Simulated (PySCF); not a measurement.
C4H7S (charge -1).
Structure used (PBE0-D3(BJ)/def2-SVP), in Å, numbered top down from 1:
```
atom  x, y, z in Å
C1     2.0212   -0.5459    0.0128
C2     0.8296    0.0061   -0.2714
C3    -0.3684    0.0725    0.6160
C4    -1.5661   -0.6355   -0.0142
S5    -0.7091    1.8384    0.9057
H6     2.8693   -0.4863   -0.6782
H7     2.2028   -1.0298    0.9796
H8     0.6824    0.5079   -1.2381
H9    -0.1237   -0.4496    1.5639
H10   -1.8140   -0.1497   -0.9728
H11   -2.4420   -0.5084    0.6423
H12   -1.3886   -1.7168   -0.1894
```

The closed-shell ground state was solved at several levels (PySCF, density fitting, gas phase, non-relativistic). The geometry's basis has no diffuse functions, a weakness for an anion. Where the HOMO energy is positive, the finite basis confines the outermost electrons. No diffuse functions stand in pcSseg-1 and pcSseg-2, which bears on an anion's orbital energies.

| level | basis functions | total energy (Eh) | HOMO (eV) | LUMO (eV) | gap (eV) |
| --- | --- | --- | --- | --- | --- |
| wB97X-D/pcSseg-2 | 285 | -554.8593 | -1.92 | 5.93 | 7.85 |
| CAM-B3LYP/def2-SVPD | 163 | -554.5298 | -1.51 | 4.90 | 6.41 |

(1) Estimate the row for PBE0/pcSseg-1, a basis of 127 functions; the other rows only guide the guess.

(2) Over all these levels, which gives the widest orbital gap and which the narrowest?

Results:

(1) Total energy -554.4615 Eh, HOMO 0.20 eV, LUMO 4.82 eV, gap 4.62 eV.

(2) wB97X-D/pcSseg-2 (range-separated hybrid) has the widest, 7.85 eV, and PBE0/pcSseg-1 (global hybrid, 25 % exact exchange) the narrowest, 4.62 eV. Functional and basis both differ between the two, so the spread mixes both effects.

One conformer stands for the species.

wB97X-D is run here without its empirical dispersion term; that term would change no orbital, density or response property at a fixed geometry.
